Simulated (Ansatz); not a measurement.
A-type hexagonal La2O3

Method: r²SCAN-D4 (plane waves, PAW; Ansatz, a quantum-chemistry and plane-wave program).

Run with plane-wave cutoff 500 eV, 12×12×8 k mesh (along the axes of the cell as run), gaussian smearing 0.02 eV, scalar-relativistic PAW data made under PBE.

Cell (relaxed at this level):

```yaml
crystal:
  lattice:
    - [3.92872, 0.00000, 0.00000]
    - [-1.96436, 3.40237, 0.00000]
    - [0.00000, 0.00000, 6.09681]
  atoms:
    - { symbol: La, position: [0.66667, 0.33333, 0.75433] }
    - { symbol: La, position: [0.33333, 0.66667, 0.24567] }
    - { symbol: O, position: [0.66667, 0.33333, 0.35353] }
    - { symbol: O, position: [0.33333, 0.66667, 0.64647] }
    - { symbol: O, position: [0.00000, 0.00000, 0.00000] }
```

```
Quantity                        Value
--------  ---------------------------
band gap  4.23 eV (on the SCF k mesh)
```

Spin–orbit coupling is not included.
